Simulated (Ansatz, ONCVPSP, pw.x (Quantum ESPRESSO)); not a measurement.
## What a changed setting does to a pw.x run (fcc H)

Potential: optimised norm-conserving Vanderbilt (ONCV), ONCVPSP 4.0.1.1 (patched build), LDA (Perdew-Wang 92); core none, reference 1s1; waves: 1s: rc 1.25 bohr, ncon 4, nbas 8, qcut 5.5 1/bohr, local; p scattering state at 0.12 Ha: rc 1.35 bohr, ncon 3, nbas 6, qcut 7.1 1/bohr, 1 projector; local part: the s channel; core correction: none.

The reference run (k-mesh 18³, cutoffs 70/280 Ry, Fermi–Dirac 0.01 Ry, mixing_beta 0.4, conv_thr 1e-9, no spin) gives 1.22 GPa at 2.915 Å³/atom, where all-electron LAPW gives -0.13 GPa. This run, with its own iteration cap, changes degauss to 1e-05, a wrong or extreme entry chosen on purpose.

```
&control
  calculation='scf', prefix='x', pseudo_dir='./', outdir='./tmp', tstress=.true., disk_io='none'
/
&system
  ibrav=0, nat=1, ntyp=1, ecutwfc=70, ecutrho=280, nbnd=7,
  occupations='smearing', smearing='fd', degauss=1e-05
/
&electrons
  conv_thr=1e-09, mixing_beta=0.4, electron_maxstep=70
/
ATOMIC_SPECIES
H 1.0 H.UPF
CELL_PARAMETERS angstrom
  0.00000000 1.13379931 1.13379931
  1.13379931 0.00000000 1.13379931
  1.13379931 1.13379931 0.00000000
ATOMIC_POSITIONS crystal
H 0.0000 0.0000 0.0000
K_POINTS automatic
18 18 18 0 0 0
```

```bash
pw.x < H.scf.in > H.scf.out
```

Q: How does the run end?

A: It converges in 3 iterations; the free energy moves by +3.2 meV/atom and the pressure by -0.07 GPa. With next to no smearing the run approaches the zero-width result on this mesh, which converges more slowly with k-points.

```
Message from routine setup:
     using ibrav=0 with symmetry is DISCOURAGED, use correct ibrav instead
     lattice parameter (alat)  =       3.0301  a.u.
     unit-cell volume          =      19.6714 (a.u.)^3
     number of electrons       =         1.00
     number of Kohn-Sham states=            7
     kinetic-energy cutoff     =      70.0000  Ry
     charge density cutoff     =     280.0000  Ry
     scf convergence threshold =      1.0E-09
     Exchange-correlation= SLA  PW   NOGX NOGC
     number of k points=   195  Fermi-Dirac smearing, width (Ry)=  0.0000
     iteration #  1     ecut=    70.00 Ry     beta= 0.40
     total energy              =      -1.06978287 Ry
     estimated scf accuracy    <       0.00003968 Ry
     iteration #  2     ecut=    70.00 Ry     beta= 0.40
     total energy              =      -1.06978495 Ry
     estimated scf accuracy    <       0.00001442 Ry
     iteration #  3     ecut=    70.00 Ry     beta= 0.40
     the Fermi energy is     3.9222 ev
!    total energy              =      -1.06978500 Ry
     estimated scf accuracy    <          1.0E-09 Ry
     smearing contrib. (-TS)   =      -0.00000011 Ry
     The total energy is F=E-TS. E is the sum of the following terms:
     one-electron contribution =       0.64806326 Ry
     hartree contribution      =       0.01596132 Ry
     xc contribution           =      -0.66386503 Ry
     ewald contribution        =      -1.06994444 Ry
     convergence has been achieved in   3 iterations
          total   stress  (Ry/bohr**3)                   (kbar)     P=       11.48
     Message from routine punch:
     Nothing written, as per user request (disk_io='none')
```

The run took about 2.6 s on one core of a shared host (Neoverse-V1, 32 threads, 247 GiB, load 10).
